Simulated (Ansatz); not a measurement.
Reaction (SMILES): CO (CH3-OH) → C atom + 4 H atom + O atom
B3LYP-D3(BJ)/def2-TZVP geometries, fixed; electronic energies without zero-point terms.

Basis-set convergence of the atomisation energy at HF with Ansatz (a quantum-chemistry and plane-wave program). Cartesian d functions, on some or all atoms, in 6-31+G*, 6-31G**; all else is spherical. Open shells are unrestricted. No added dispersion term, no relativity. Functions are those of the species that has most. Reference: the value in aug-pcseg-3, 370.23 kcal/mol, itself unsure by roughly 0.84 kcal/mol (its mean distance from aug-cc-pVQZ, cc-pV5Z, def2-QZVPPD).

| basis | functions | atomisation energy (kcal/mol) |
|---|---|---|
| STO-3G | 14 | 425.63 |
| 6-31+G* | 46 | (withheld) |
| cc-pVDZ | 48 | 359.72 |
| 6-31G** | 50 | (withheld) |
| aug-cc-pVDZ | 82 | 363.83 |
| aug-pcseg-1 | 82 | 370.77 |
| pcseg-2 | 116 | 369.98 |
| def2-TZVPP | 118 | (withheld) |
| 6-311++G(3df,3pd) | 150 | (withheld) |

Task: What belongs in the gaps?

Result: 
- 6-31+G*, atomisation energy (kcal/mol): 361.91
- 6-31G**, atomisation energy (kcal/mol): 369.03
- def2-TZVPP, atomisation energy (kcal/mol): 368.57
- 6-311++G(3df,3pd), atomisation energy (kcal/mol): 370.52
